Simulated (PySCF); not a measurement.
A PySCF script (with the pyscf-properties extension) for the NMR shieldings of NO+ (SMILES N#[O+]), on a PBE0-D3(BJ)/def2-SVP geometry:

```python
import basis_set_exchange as bse
import numpy as np
from pyscf import gto, dft
from pyscf.prop import nmr

atoms = """
N     0.553231   -0.080373    0.006696
O    -0.503521   -0.007337   -0.028926
"""
names = dict.fromkeys(["N", "O"], "pcSseg-1")
basis = {el: gto.basis.parse(bse.get_basis(n, elements=[el], fmt="nwchem")) for el, n in names.items()}
mol = gto.M(atom=atoms, basis=basis, charge=1, verbose=0)
mf = dft.RKS(mol, xc="PBE0")
mf.grids.level = 2
mf.grids.alignment = dft.numint.BLKSIZE   # the property module wants whole blocks of grid points
mf.conv_tol = 1e-9
mf.kernel()

calc = nmr.RKS(mf)   # GIAO
C = mf.mo_coeff
Co = C[:, mf.mo_occ > 0]
resp = mf.gen_response(singlet=True, hermi=2)
def vind(x):   # induced exchange potential for any number of trial vectors
    d = np.einsum("pi,xij,qj->xpq", C, 2 * x.reshape(-1, C.shape[1], Co.shape[1]), Co, optimize=True)
    return np.einsum("xpq,pi,qj->xij", resp(d - d.transpose(0, 2, 1)), C, Co, optimize=True).ravel()
mo1, _ = nmr.rhf.solve_mo1(calc, with_cphf=vind)
sigma = calc.kernel(mo1)
for i, s in enumerate(sigma):   # ppm
    print("%2d %-2s %9.2f" % (i, mol.atom_pure_symbol(i), np.trace(s) / 3))
```

Problem. What are the results?

Solution. 
```
 0 N    -158.50
 1 O    -195.20
```

These numbers come from an equivalent density-fitted implementation of the same equations, which agrees with the script to about 0.01 ppm for H and up to a few tenths of a ppm for heavy atoms, so last digits may differ.

Problem. Turn these shieldings into chemical shifts. References, each an isolated molecule treated in the same way: ¹⁵N (σref 265.67) vs NH3; ¹⁷O (σref 334.56) against H2O.

Solution. Averaging equivalent atoms: N 0: 424.2; O 1: 529.8 ppm. Unscaled 17O shifts of doubly bonded oxygen tend to come out too high, by tens of ppm or more. Experimental scales use liquid or dissolved standards, which lie at an offset from isolated NH3 (liquid NH3: subtract about 20 ppm) and H2O (liquid H2O: subtract about 36 ppm). Unscaled 15N shifts of sp2 nitrogen come out 20 to 40 ppm too high even then.

Size and cost of the density-fitted run: 34 basis functions, 1.4 s wall time on 1 thread of an AMD EPYC 7R43 64-Core, shared host; peak memory 0.24 GiB.
